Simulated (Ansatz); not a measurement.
# Multireference treatment of BH₃, singlet

Calculated in Ansatz's Gaussian-basis code. Basis 6-31G, nonrelativistic, 1 orbital frozen in the corrections. State-specific CASSCF; RHF is the lowest restricted (open-shell) Hartree–Fock solution met. Letters tell apart solutions met in one space. A minimal or small basis: far from the basis limit. No symmetry is imposed, so a solution can break that of the shape. Lower solutions, or ones in other orbitals, may exist.

Geometry:

```xyz
4

B     0.0000    0.0000    0.0000
H     1.1900    0.0000    0.0000
H    -0.5950    1.0306    0.0000
H    -0.5950   -1.0306    0.0000
```

CASSCF less RHF, in eV, and natural occupations:

```json
{"CAS": "(4,5) a", "CASSCF": "-0.906", "occupations": "1.98, 1.98, 0.02, 0.02, 0.00"}
{"CAS": "(4,5) b", "CASSCF": "-0.835", "occupations": "1.98, 1.98, 0.02, 0.02, 0.00"}
{"CAS": "(4,5) c", "CASSCF": "-0.537", "occupations": "1.99, 1.98, 0.02, 0.01, 0.00"}
```

Question: What totals less RHF do the corrections give on each solution?

Answer: 

```json
{"CAS": "(4,5) a", "SC-NEVPT2": "-1.687"}
{"CAS": "(4,5) b", "SC-NEVPT2": "-1.662"}
{"CAS": "(4,5) c", "SC-NEVPT2": "-1.600"}
```

Question: In CAS(4,5), is the solution lowest in CASSCF also lowest after SC-NEVPT2?

Answer: Yes: (4,5) a stays lowest, 0.03 eV under the next.
